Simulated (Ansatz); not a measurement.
C3H8S2 can be A, `CCSCS`, or B, `CCSSC`.

Program: Ansatz. Geometries: PBE0-D4/def2-TZVP. ΔE: electronic, gas phase. CCSD(T)/CBS adds triple-zeta CCSD(T) − MP2 to the extrapolated MP2 energy (def2 sets, frozen cores). DFT in def2-TZVPP. B3LYP here is the variant with VWN-RPA as its local correlation; programs differ in this. One conformer a species, not always the lowest.

Task: Which isomer does CCSD(T)/CBS put lower? Give the gap. (An estimate is asked.)

Result: The calculation gave: B, by 36.1 kJ/mol.

Task: Give E(B) − E(A) in kJ/mol with CCSD/def2-TZVPP, B3LYP-D4, CCSD(T)/def2-TZVPP, PBE-D4, r2SCAN-D4, B2PLYP, PBE0-D4. (An estimate is asked.)

Result: The calculation gave: CCSD/def2-TZVPP -30.4, B3LYP-D4 -43.3, CCSD(T)/def2-TZVPP -31.9, PBE-D4 -46.4, r2SCAN-D4 -44.8, B2PLYP -39.0, PBE0-D4 -42.4. None reverses the order clearly.

Largest T1 diagnostic: 0.011.

From PBE to PBE0 (25 % exact exchange), in def2-TZVPP and without D4, E(B) − E(A) moves by +3.9 kJ/mol.
